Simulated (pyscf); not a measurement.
Structures and frequencies: ωB97X-D3(BJ)/def2-SVP in PySCF. Correlated levels are frozen-core, on RHF or UHF. ΔMP2 is the change of the MP2 total energy from the triple- to the quadruple-zeta basis.

SMILES: [CH3][Al]([CH3])[CH3]
```xyz
13

C     -1.9355    -0.1504    -0.3745
Al    -0.3071    -0.4826     0.6702
C     -0.3299    -0.2396     2.6180
C      1.3372    -1.0593    -0.2339
H     -1.8250     0.7762    -0.9682
H     -2.1248    -0.9561    -1.1056
H     -2.8410    -0.0329     0.2433
H     -1.0184    -0.9616     3.0942
H     -0.7108     0.7616     2.8894
H      0.6571    -0.3629     3.0928
H      1.5399    -2.1249    -0.0179
H      1.2973    -0.9543    -1.3306
H      2.2199    -0.5042     0.1294
```
Charge 0, spin multiplicity 1.

Q: What is the homolytic dissociation enthalpy (298 K, CCSD(T)/def2-TZVPP + ΔMP2(QZVPP)) of the Al–C bond of `[CH3][Al]([CH3])[CH3]`, to CH₃• + [H₃C–Al–CH₃]•?

A: Al–C to CH₃• + [H₃C–Al–CH₃]•: 345.3 kJ/mol. The radicals are drawn with the spin at the cut bond; how far it spreads was not checked. Other isomers of [H₃C–Al–CH₃]• were not searched in full and may lie lower. The CCSD(T) − MP2 part came from Ansatz, without density fitting, on the same reference.
